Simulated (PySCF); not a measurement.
This PySCF input asks for the NMR shieldings of `[BH3-]C#C`, [C2H4B]-; the geometry comes from PBE0-D3(BJ)/def2-SVP.

```python
import basis_set_exchange as bse
import numpy as np
from pyscf import gto, dft
from pyscf.prop import nmr

atoms = """
B    -0.990828    0.117945    0.068968
C     0.586119   -0.009157    0.046204
C     1.809067   -0.107854    0.028626
H    -1.485221   -0.511632   -0.885792
H    -1.442798   -0.345774    1.133406
H    -1.325364    1.314672   -0.022350
H     2.878718   -0.194177    0.013026
"""
names = dict.fromkeys(["B", "C", "H"], "pcSseg-2")
basis = {el: gto.basis.parse(bse.get_basis(n, elements=[el], fmt="nwchem")) for el, n in names.items()}
mol = gto.M(atom=atoms, basis=basis, charge=-1, verbose=0)
mf = dft.RKS(mol, xc="HYB_GGA_XC_MPW1PW")
mf.grids.level = 2
mf.grids.alignment = dft.numint.BLKSIZE   # the property module wants whole blocks of grid points
mf.conv_tol = 1e-9
mf.kernel()

calc = nmr.RKS(mf)   # GIAO
C = mf.mo_coeff
Co = C[:, mf.mo_occ > 0]
resp = mf.gen_response(singlet=True, hermi=2)
def vind(x):   # induced exchange potential for any number of trial vectors
    d = np.einsum("pi,xij,qj->xpq", C, 2 * x.reshape(-1, C.shape[1], Co.shape[1]), Co, optimize=True)
    return np.einsum("xpq,pi,qj->xij", resp(d - d.transpose(0, 2, 1)), C, Co, optimize=True).ravel()
mo1, _ = nmr.rhf.solve_mo1(calc, with_cphf=vind)
sigma = calc.kernel(mo1)
for i, s in enumerate(sigma):   # ppm
    print("%2d %-2s %9.2f" % (i, mol.atom_pure_symbol(i), np.trace(s) / 3))
```

Question: Give the expected output.

Answer: 
```
 0 B     146.70
 1 C      55.25
 2 C     113.49
 3 H      30.48
 4 H      30.48
 5 H      30.48
 6 H      30.69
```

These numbers come from an equivalent density-fitted implementation of the same equations, which agrees with the script to about 0.01 ppm for H and up to a few tenths of a ppm for heavy atoms, so last digits may differ.

Question: Turn these shieldings into chemical shifts. Referencing at the same level of theory: BF3·OEt2 for ¹¹B (σ = 99.12 ppm); ¹³C (σ = 183.53 ppm) and ¹H (σ = 31.29 ppm) against TMS.

Answer: Averaging equivalent atoms: B 0: -47.6; C 1: 128.3; C 2: 70.0; H 3/4/5: 0.81; H 6: 0.60 ppm. 

Size and cost of the density-fitted run: 164 basis functions, 5.6 s wall time on 1 thread of an Arm Neoverse V1, shared host.
